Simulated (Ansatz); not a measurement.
## Fe₂O₃: a prediction, then the measurements

These are results of DFT PBE, scalar-relativistic, plane waves, PAW in Ansatz, not measurements.

Settings: cutoff 420 eV, Γ-centred mesh 12×12×12 on the computed 10-atom cell, Gaussian smearing of 0.10 eV; collinear spin from starting moments 0.95 0.95 0.95 0.95 0 0 0 0 0 0 μB.

Relaxed structure, symmetry kept:

```xyz
10
Lattice="2.3861 1.3776 4.4370 -2.3861 1.3776 4.4370 0.0000 -2.7552 4.4370" Properties=species:S:1:pos:R:3 pbc="T T T"
Fe    0.0000    0.0000    4.5986
Fe    0.0000    0.0000    2.0569
Fe    0.0000    0.0000    8.7125
Fe    0.0000    0.0000   11.2541
O    -0.8916    1.3776    7.7648
O    -0.7472   -1.4610    7.7648
O     1.6389    0.0834    7.7648
O     0.8916   -1.3776    5.5463
O     0.7472    1.4610    5.5463
O    -1.6389   -0.0834    5.5463
```

* Space group: R-3c (No. 167)
* Volume per atom: 8.75 Å³
* Formation energy from the elements' standard states (uncorrected): -1.189 eV/atom
* Kohn–Sham band gap: none (metal)
* Density of states at the Fermi level: 10.97 states/eV per cell
* Löwdin character within 0.5 eV of the Fermi level: Fe 3d 85 %, O 2p 13 %
* Bader charges (e): Fe (4 in the cell) 1.47, O (6 in the cell) -0.98
* Total moment: 4.00 μB per cell
* Site moments (μB; atoms counted from 1 over the whole cell): Fe (atom 1) 0.86, Fe (atom 2) 0.86, Fe (atom 3) 0.86, Fe (atom 4) 0.86

Moments started parallel, and an antiferromagnetic order may lie lower.

Only this magnetic start was tried.

**Experimental background.**

“Quantitative measurement of cooperative binding in partially dissociated water dimers at the hematite R-cut surface”, 2024, arxiv:2406.18264 quotes, for a bulk crystal of Fe2O3: lattice constant a 5.038 Å.

“The Relationship between the Structural Characteristics of α-Fe2O3 Catalysts and Their Lattice Oxygen Reactivity Regarding Hydrogen”, 2023, pmc:10304495 quotes, for a powder of Fe2O3: lattice constant c 13.7438 ± 0.0001 Å.

Against the measured lattice constant a of Fe2O3, 5.038 Å (quoted in the paper above), the calculated 4.772 Å is off by -5.3 %. So large a difference can come from the functional (as between layers that it hardly binds), but also from another choice of axes, another phase or a misread value. 2 values of this kind are on record (5.0351 to 5.038 Å); this one was drawn at random. 1 more, off the median of the measured values, is set aside. A measured lattice constant c of Fe2O3 is 13.7438 Å (powder; quoted in the paper above); the calculated 13.311 Å misses it by -3.1 %. 3 values of this kind are on record (13.7438 to 13.77 Å); this one was drawn at random among those near their median, those with a stated uncertainty first. The calculation is for 0 K without zero-point motion. The calculated magnetic order may not be the real one, and cell, gap and energy hang on it, so these differences aren't the functional's alone.

Cost: 1 run of about 25 core-minutes, on AMD EPYC (Zen 3) (shared hosts).